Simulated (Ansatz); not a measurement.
Reaction (hydrogenolysis of a C–C bond): `CC(=S)CCl` + H₂ → `CC=S` + `CCl`

Isolated molecules relaxed with PBE0-D4/def2-TZVP in Ansatz; ΔE leaves out vibrations. CCSD(T)/CBS adds triple-zeta CCSD(T) − MP2 to the extrapolated MP2 energy (def2 sets, frozen cores). This one scheme is used for every species. DFT in def2-TZVPP. Each species was taken in one conformer, which may not be the lowest.

```csv
level,ΔE (kJ/mol)
B97M-V,-43.7
ωB97M-V,-42.0
```

(1) What does CCSD(T)/CBS give? (Best estimate.)

Largest T1 diagnostic among the species: 0.016.

Answers

(1) Ansatz gave: -40.4 kJ/mol. The listed levels differ from it by -3.3, -1.6 kJ/mol.

The D4 term adds +15.1 kJ/mol with B3LYP and +8.3 kJ/mol with PBE0; it sums over pairs of atoms, weighted by their polarisabilities, and B3LYP, whose exchange is more repulsive, gets the larger term. From BLYP to BHLYP (50 % exact exchange), in def2-TZVPP and without D4, ΔE moves by −3.9 kJ/mol.

B3LYP here is the variant with VWN-RPA as its local correlation; programs differ in this.
